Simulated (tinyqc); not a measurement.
CCSD on RHF in the sto-3g basis, for CH3-, spin multiplicity 1, step by step. The basis has no diffuse functions, so it cannot describe the extra electron: this is an exercise in the method, not the real anion. One step of it, computed by the program tinyqc.

Question. Iteration 7 (converged): orbitals. Diagonalise F' = X^T F X, C = X C', fill 5 alpha and 5 beta electrons from the bottom; D = 2 C_occ C_occ^T. Each column has its largest component positive (the first on a tie).

converged F (hartree), order 1C 1s, 1C 2s, 1C 2px, 1C 2py, 1C 2pz, 2H 1s, 3H 1s, 4H 1s:
$$\begin{pmatrix}
-10.350782 & -2.818627 & -0.000007 & 0.000000 & 0.003116 & -0.802627 & -0.801665 & -0.801665 \\
-2.818627 & -1.005007 & -0.000209 & 0.000000 & 0.009605 & -0.538575 & -0.538182 & -0.538182 \\
-0.000007 & -0.000209 & 0.228739 & 0.000000 & 0.000013 & -0.229279 & 0.114552 & 0.114552 \\
0.000000 & 0.000000 & 0.000000 & 0.228835 & 0.000000 & 0.000000 & -0.198550 & 0.198550 \\
0.003116 & 0.009605 & 0.000013 & 0.000000 & 0.227814 & 0.012046 & 0.012040 & 0.012040 \\
-0.802627 & -0.538575 & -0.229279 & 0.000000 & 0.012046 & -0.136124 & -0.190904 & -0.190904 \\
-0.801665 & -0.538182 & 0.114552 & -0.198550 & 0.012040 & -0.190904 & -0.135686 & -0.190659 \\
-0.801665 & -0.538182 & 0.114552 & 0.198550 & 0.012040 & -0.190904 & -0.190659 & -0.135686
\end{pmatrix}$$

X, order 1C 1s, 1C 2s, 1C 2px, 1C 2py, 1C 2pz, 2H 1s, 3H 1s, 4H 1s:
$$\begin{pmatrix}
1.028607 & -0.170728 & -0.000016 & 0.000000 & 0.001339 & 0.026110 & 0.026105 & 0.026105 \\
-0.170728 & 1.511397 & 0.000330 & 0.000000 & -0.015782 & -0.380816 & -0.380326 & -0.380326 \\
-0.000016 & 0.000330 & 1.222515 & 0.000000 & -0.000012 & -0.384329 & 0.191904 & 0.191904 \\
0.000000 & 0.000000 & 0.000000 & 1.222478 & 0.000000 & 0.000000 & -0.332611 & 0.332611 \\
0.001339 & -0.015782 & -0.000012 & 0.000000 & 1.000511 & 0.012379 & 0.012359 & 0.012359 \\
0.026110 & -0.380816 & -0.384329 & 0.000000 & 0.012379 & 1.314181 & -0.038168 & -0.038168 \\
0.026105 & -0.380326 & 0.191904 & -0.332611 & 0.012359 & -0.038168 & 1.313679 & -0.038177 \\
0.026105 & -0.380326 & 0.191904 & 0.332611 & 0.012359 & -0.038168 & -0.038177 & 1.313679
\end{pmatrix}$$

Give: F' = X^T F X; orbital energies; coefficients C; D after iteration 7.

Answer.

F' = X^T F X (hartree):
$$\begin{pmatrix}
-10.107 & -1.588 & 0.000 & 0.000 & 0.005 & -0.137 & -0.137 & -0.137 \\
-1.588 & 0.177 & 0.000 & 0.000 & -0.017 & -0.474 & -0.474 & -0.474 \\
0.000 & 0.000 & 0.677 & 0.000 & 0.000 & -0.566 & 0.283 & 0.283 \\
0.000 & 0.000 & 0.000 & 0.677 & 0.000 & 0.000 & -0.490 & 0.490 \\
0.005 & -0.017 & 0.000 & 0.000 & 0.229 & 0.018 & 0.018 & 0.018 \\
-0.137 & -0.474 & -0.566 & 0.000 & 0.018 & 0.434 & -0.075 & -0.075 \\
-0.137 & -0.474 & 0.283 & -0.490 & 0.018 & -0.075 & 0.434 & -0.075 \\
-0.137 & -0.474 & 0.283 & 0.490 & 0.018 & -0.075 & -0.075 & 0.434
\end{pmatrix}$$

orbital energies (hartree): MO1 -10.358, MO2 -0.422, MO3 -0.105, MO4 -0.105, MO5 0.228, MO6 1.136, MO7 1.290, MO8 1.291

coefficients C, order 1C 1s, 1C 2s, 1C 2px, 1C 2py, 1C 2pz, 2H 1s, 3H 1s, 4H 1s:
$$\begin{pmatrix}
0.992 & -0.212 & 0.000 & 0.000 & -0.011 & -0.246 & 0.000 & -0.001 \\
0.038 & 0.547 & 0.000 & 0.000 & 0.053 & 1.564 & 0.000 & 0.005 \\
0.000 & 0.000 & 0.000 & 0.458 & 0.000 & -0.003 & 0.000 & 1.227 \\
0.000 & 0.000 & 0.458 & 0.000 & 0.000 & 0.000 & 1.227 & 0.000 \\
-0.001 & -0.013 & 0.000 & 0.000 & 0.999 & -0.064 & 0.000 & 0.000 \\
-0.008 & 0.267 & 0.000 & 0.572 & -0.012 & -0.762 & 0.000 & -1.022 \\
-0.008 & 0.267 & 0.495 & -0.286 & -0.012 & -0.766 & -0.883 & 0.507 \\
-0.008 & 0.267 & -0.495 & -0.286 & -0.012 & -0.766 & 0.883 & 0.507
\end{pmatrix}$$

D after iteration 7, order 1C 1s, 1C 2s, 1C 2px, 1C 2py, 1C 2pz, 2H 1s, 3H 1s, 4H 1s:
$$\begin{pmatrix}
2.057 & -0.157 & 0.000 & 0.000 & -0.019 & -0.128 & -0.128 & -0.128 \\
-0.157 & 0.607 & 0.000 & 0.000 & 0.092 & 0.290 & 0.290 & 0.290 \\
0.000 & 0.000 & 0.420 & 0.000 & 0.000 & 0.524 & -0.262 & -0.262 \\
0.000 & 0.000 & 0.000 & 0.420 & 0.000 & 0.000 & 0.454 & -0.454 \\
-0.019 & 0.092 & 0.000 & 0.000 & 1.995 & -0.030 & -0.030 & -0.030 \\
-0.128 & 0.290 & 0.524 & 0.000 & -0.030 & 0.796 & -0.184 & -0.184 \\
-0.128 & 0.290 & -0.262 & 0.454 & -0.030 & -0.184 & 0.797 & -0.184 \\
-0.128 & 0.290 & -0.262 & -0.454 & -0.030 & -0.184 & -0.184 & 0.797
\end{pmatrix}$$
